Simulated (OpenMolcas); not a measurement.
**OH− (hydroxide): levels of theory compared**

Aim: a comparison of 6 runs (HF/aug-cc-pVTZ, B3LYP/aug-cc-pVTZ, BLYP/aug-cc-pVTZ, M06-L/aug-cc-pVTZ, MP2/aug-cc-pVTZ, CCSD(T)/aug-cc-pVTZ) of OH− (hydroxide). 

The calculation is run with OpenMolcas 26.06.

1 further run of the same task is left out (set aside as unsound or not needed).

## (1) The structure to begin with

The species is OH− (2 atoms), meant as a singlet with charge -1. As SMILES, `[OH-]`. The coordinates come from a PBE0-D4/def2-TZVPD relaxation.

Bond lengths: O1–H2 0.964 Å.

## (2) Energy and forces at HF/aug-cc-pVTZ (run 1)

File input.xyz:

```xyz
2

O      0.411800    -0.131800     0.212500
H     -0.411800     0.131800    -0.212500
```

File job.inp:

```
* HO Hartree-Fock

&gateway
 baslib=$CurrDir
 coord=input.xyz
 basis=aug-cc-pVTZ
 group=NoSym

&seward

&scf
 charge=-1
 thresholds=1e-10 1e-07 1e-07 1e-05
 prorbitals=1

&alaska
```

The basis set aug-cc-pVTZ is read from a file made from the Basis Set Exchange's data (not shown).

Command:

```bash
$ export MOLCAS_MEM=1860
$ pymolcas job.inp > job.log
```

Standard output:

```text
--- Start Module: gateway ---
[...]
--- Stop Module: gateway /rc=_RC_ALL_IS_WELL_ ---
[...]
      Basis functions           69
[...]
--- Start Module: scf ---
[...]
       Convergence after  16 Iterations
[...]
::    Total SCF energy                                -75.4121949884
[...]
      Total spin, S                                     0.0000000000
[...]
      Total electronic charge=   10.000000
      Total            charge=   -1.000000
[...]
      Dipole Moment (debye):
      Origin of the operator (angstrom)=    0.3630   -0.1162    0.1873
                   X= -1.0765E+00               Y=  3.4454E-01               Z= -5.5550E-01           Total=  1.2594E+00
      Center of Charge (angstrom)
[...]
--- Stop Module: scf /rc=_RC_ALL_IS_WELL_ ---
[...]
--- Start Module: alaska ---
[...]
 *              Molecular gradients               *
 **************************************************
  Irreducible representation: a
 ------------------------------------------------------------------------------------------
                              X                       Y                       Z
 ------------------------------------------------------------------------------------------
  O1                1.77043358245053E-02   -5.66641928520439E-03    9.13591880172149E-03
  H2               -1.77043358245061E-02    5.66641928520484E-03   -9.13591880172326E-03
 ------------------------------------------------------------------------------------------
--- Stop Module: alaska /rc=_RC_ALL_IS_WELL_ ---
[...]
```

Wall time 3.3 s (1 thread of Intel Xeon 6975P-C (Granite Rapids), shared host); peak memory 0.41 GiB.

## (3) Energy and gradient at B3LYP/aug-cc-pVTZ (run 2)

File coord.xyz:

```xyz
2

O      0.411800    -0.131800     0.212500
H     -0.411800     0.131800    -0.212500
```

File test.inp:

```
&GATEWAY
  BasLib
  $CurrDir
  Coord
  coord.xyz
  Basis
  aug-cc-pVTZ
  Group
  NoSym

&SEWARD
  GridInput
  Grid=UltraFine
  End of Grid

&SCF
  Charge
  -1
  KSDFT
  B3LYP
  Thresholds
  1e-10 1e-07 1e-07 1e-05
  PrOrbitals
  1

&ALASKA
```

The basis set aug-cc-pVTZ is read from a file made from the Basis Set Exchange's data (not shown).

Command:

```bash
$ export MOLCAS_MEM=1860
$ pymolcas test.inp > test.log
```

Standard output:

```text
--- Start Module: gateway ---
[...]
--- Stop Module: gateway /rc=_RC_ALL_IS_WELL_ ---
[...]
      Basis functions           69
[...]
--- Start Module: scf ---
[...]
       Convergence after  15 Iterations
[...]
::    Total KS-DFT energy                             -75.8362680659
[...]
      Total spin, S                                     0.0000000000
[...]
      Total electronic charge=   10.000000
      Total            charge=   -1.000000
[...]
      Dipole Moment (debye):
      Origin of the operator (angstrom)=    0.3630   -0.1162    0.1873
                   X= -9.8159E-01               Y=  3.1417E-01               Z= -5.0653E-01           Total=  1.1484E+00
      Center of Charge (angstrom)
[...]
--- Stop Module: scf /rc=_RC_ALL_IS_WELL_ ---
[...]
--- Start Module: alaska ---
[...]
 *              Molecular gradients               *
 **************************************************
  Irreducible representation: a
 ------------------------------------------------------------------------------------------
                              X                       Y                       Z
 ------------------------------------------------------------------------------------------
  O1               -1.59247221259040E-03    5.09683918452408E-04   -8.21758972630926E-04
  H2                1.59247221258862E-03   -5.09683918452408E-04    8.21758972631148E-04
 ------------------------------------------------------------------------------------------
--- Stop Module: alaska /rc=_RC_ALL_IS_WELL_ ---
[...]
```

Wall time 6.9 s (1 thread of Intel Xeon 6975P-C (Granite Rapids), shared host); peak memory 0.41 GiB.

Runs 3 to 4 aren't shown in full; the table further down has their settings and results.

## (4) A single-point energy at MP2/aug-cc-pVTZ (run 5)

File mol.inp:

```
* HO MP2
>>> EXPORT MOLCAS_PRINT=2

&GATEWAY
 BasLib=$CurrDir
 Coord
 2
 angstrom
 O        0.411800      -0.131800       0.212500
 H       -0.411800       0.131800      -0.212500
 Basis=aug-cc-pVTZ
 Group=NoSym

&SEWARD

&SCF
 Charge=-1
 Thresholds=1e-10 1e-07 1e-07 1e-05
 PrOrbitals=1 2

&MBPT2
 Frozen=1
```

The basis set aug-cc-pVTZ is read from a file made from the Basis Set Exchange's data (not shown).

Command:

```bash
$ export MOLCAS_MEM=1860
$ pymolcas mol.inp > mol.log
```

Standard output:

```text
--- Start Module: gateway ---
[...]
--- Stop Module: gateway /rc=_RC_ALL_IS_WELL_ ---
[...]
      Basis functions           69
[...]
--- Start Module: scf ---
[...]
       Convergence after  16 Iterations
[...]
::    Total SCF energy                                -75.4121949884
[...]
      Total spin, S                                     0.0000000000
[...]
      Total electronic charge=   10.000000
      Total            charge=   -1.000000
[...]
      Dipole Moment (debye):
      Origin of the operator (angstrom)=    0.3630   -0.1162    0.1873
                   X= -1.0765E+00               Y=  3.4454E-01               Z= -5.5550E-01           Total=  1.2594E+00
      Center of Charge (angstrom)
[...]
--- Stop Module: scf /rc=_RC_ALL_IS_WELL_ ---
[...]
--- Start Module: mbpt2 ---
[...]
WARNING!
Default frozen orbitals as non valence orbitals is overwritten by user input.
Default values:   1
[...]
       Reference weight ( Cref**2 )         =        0.92077
::    Total MBPT2 energy                              -75.7022744855
[...]
      Total MBPT2 calculations                           0.09      0.10
--- Stop Module: mbpt2 /rc=_RC_ALL_IS_WELL_ ---
[...]
```

It took 2.7 s on 1 thread of Intel Xeon 6975P-C (Granite Rapids), shared host; peak memory 0.41 GiB.

## (5) The energy at CCSD(T)/aug-cc-pVTZ (run 6)

File job.input:

```
&GATEWAY
  BasLib=$CurrDir
  BasisSet
  O.aug-cc-pVTZ....
  O1 0.411800 -0.131800 0.212500 angstrom
  End of Basis
  BasisSet
  H.aug-cc-pVTZ....
  H2 -0.411800 0.131800 -0.212500 angstrom
  End of Basis

&SEWARD

&SCF
  Charge=-1
  Thresholds=1e-10 1e-07 1e-07 1e-05
  PrOrbitals=1 2

&RASSCF
  FileOrb=$Project.ScfOrb
  Spin=1
  Nactel=0 0 0
  Inactive=5
  Ras2=0
  OutOrbitals=Canonical
  OrbListing=Nothing

&MOTRA
  JobIph
  Frozen=1

&CCSDT
  CCT
  Triples=2
  Iterations=80
  Accuracy=1e-08
  Extrapolation=5 4
```

The basis set aug-cc-pVTZ is read from a file made from the Basis Set Exchange's data (not shown).

Command:

```bash
$ export MOLCAS_MEM=1860
$ pymolcas job.input > job.log
```

Standard output:

```text
--- Start Module: gateway ---
[...]
--- Stop Module: gateway /rc=_RC_ALL_IS_WELL_ ---
[...]
      Basis functions           69
[...]
       Convergence after  16 Iterations
[...]
::    Total SCF energy                                -75.4121949884
[...]
      Total spin, S                                     0.0000000000
[...]
      Number of active orbitals                  0
[...]
      Spin quantum number                      0.0
[...]
      Active orbitals                            0
[...]
      Number of CSFs                             1
[...]
      Number of root(s) required                 1
[...]
      Convergence after  4 iterations
[...]
      Natural orbitals and occupation numbers for root  1
      ************************************************************************************************************************
      *                                                    Final results                                                     *
      ************************************************************************************************************************
[...]
::    RASSCF root number  1 Total energy:    -75.41219499
[...]
      Total electronic charge=   10.000000
      Total            charge=   -1.000000
[...]
      Dipole Moment (debye):
      Origin of the operator (angstrom)=    0.3630   -0.1162    0.1873
                   X= -1.0765E+00               Y=  3.4454E-01               Z= -5.5550E-01           Total=  1.2594E+00
      Center of Charge (angstrom)
[...]
--- Start Module: motra ---
[...]
      *** WARNING: Default frozen orbitals is overwritten by user input.
      *** Default values:   1
[...]
--- Stop Module: motra /rc=_RC_ALL_IS_WELL_ ---
--- Start Module: ccsdt ---
[...]
      Convergence after                    16  Iterations
      Total energy (diff) :     -75.69703171      -0.00000001
[...]
 METHOD                       : CCSD+T(CCSD)+<T3(1)WT1> = CCSD(T)
[...]
       CCSD     =       -75.6970317144118
[...]
--- Stop Module: ccsdt /rc=_RC_ALL_IS_WELL_ ---
[...]
```

Wall time 6.3 s (1 thread of Intel Xeon 6975P-C (Granite Rapids), shared host); peak memory 0.41 GiB.

## (6) The series

```csv
run,level,integration grid,task,energy (Eh),HOMO energy (eV),LUMO energy (eV),HOMO–LUMO gap (eV),wall time
1,HF/aug-cc-pVTZ,–,gradient,-75.412195,-2.96,4.86,7.82,3.3 s
2,B3LYP/aug-cc-pVTZ,UltraFine,gradient,-75.836268,0.99,3.84,2.85,6.9 s
3,BLYP/aug-cc-pVTZ,UltraFine,gradient,-75.827170,2.23,3.64,1.42,6.9 s
4,M06-L/aug-cc-pVTZ,UltraFine,gradient,-75.806176,2.26,4.14,1.88,9 s
5,MP2/aug-cc-pVTZ,–,energy,-75.702274,-2.96,4.86,7.82,2.7 s
6,CCSD(T)/aug-cc-pVTZ,–,energy,-75.709409,-2.96,4.86,7.82,6.3 s
```

## (7) What came out

```
                                                    quantity         value
                                         run 6: total energy  -75.70941 Eh
                  run 6: HOMO energy (Hartree–Fock orbitals)      -2.96 eV
                  run 6: LUMO energy (Hartree–Fock orbitals)       4.86 eV
run 6: HOMO–LUMO gap (to an unbound level, set by the basis)       7.82 eV
           run 6: correlation energy (1 core orbital frozen)    -297.2 mEh
                                       run 6: (T) correction    -12.38 mEh
```

What this shows: Below the HF energy at the same shape and in the same basis (aug-cc-pVTZ): MP2 -290.1 mEh; CCSD(T) -297.2 mEh. Over runs 1, 2, 3, 4 the HOMO–LUMO gap runs from 1.42 eV (BLYP/aug-cc-pVTZ) to 7.82 eV (HF/aug-cc-pVTZ). Exact exchange widens orbital gaps. The empty levels of an anion lie above zero and hang on the basis. Totals of different functionals can't be ranked against each other. In runs 2, 3, 4 the HOMO lies above zero, so the outermost electron may be held by the basis alone. All runs together took 35 s, the longest 9 s.
